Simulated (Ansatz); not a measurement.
Geometry optimisation, RKS B3LYP-D4/def2-SVP (Ansatz).

Input file:

```yaml
crystal:
  periodic: [false, false, false]
  atoms:
    - { symbol: Si, position_ang: [0.29043, 0.064933, -0.047626] }
    - { symbol: Cl, position_ang: [0.390608, 0.016843, 2.068784] }
    - { symbol: H, position_ang: [1.731216, -0.051375, -0.43336] }
    - { symbol: H, position_ang: [-0.2643, 1.362854, -0.495669] }
    - { symbol: H, position_ang: [-0.446503, -1.133778, -0.539343] }
    - { symbol: O, position_ang: [-2.477028, 0.045382, 0.762852] }
    - { symbol: H, position_ang: [-2.735075, -0.837603, 0.470533] }
    - { symbol: H, position_ang: [-2.146349, -0.096957, 1.681528] }
basis:
  gaussian: { orbitals: def2-SVP }
hamiltonian:
  xc: b3lyp
  dispersion: d4
relax:
  f_tol: 0.03
  max_steps: 50
```

Launched with:

```bash
$ ansatz run input.yaml --threads 1 --pin off --max-ram 2048MiB --backend cpu --events-out ev --progress --plain --runs-dir out
```

**Question.** Where does it end, and by what steps?

**Answer.** The run converged. After 6 steps the energy has fallen by 0.042 eV; H7 moved furthest, 0.28 Å.

```
step  energy less start (eV)  largest force component (eV/Å)  accepted
   0                  0.0000                           0.810       yes
   1                  0.0035                           1.161        no
   2                 -0.0222                           0.769       yes
   3                 -0.0273                           0.644       yes
   4                 -0.0342                           0.166       yes
   5                 -0.0416                           0.031       yes
   6                 -0.0424                           0.028       yes
```

```xyz
8
Properties=species:S:1:pos:R:3
Si 0.360 0.041 -0.061
Cl 0.309 -0.141 2.031
H 1.803 0.047 -0.428
H -0.264 1.320 -0.468
H -0.287 -1.144 -0.675
O -2.603 0.030 0.746
H -2.816 -0.914 0.723
H -2.159 0.131 1.601
```

Run time: 19 s on 1 thread of Arm Neoverse V1, with other jobs on the host, peak memory 0.14 GiB.
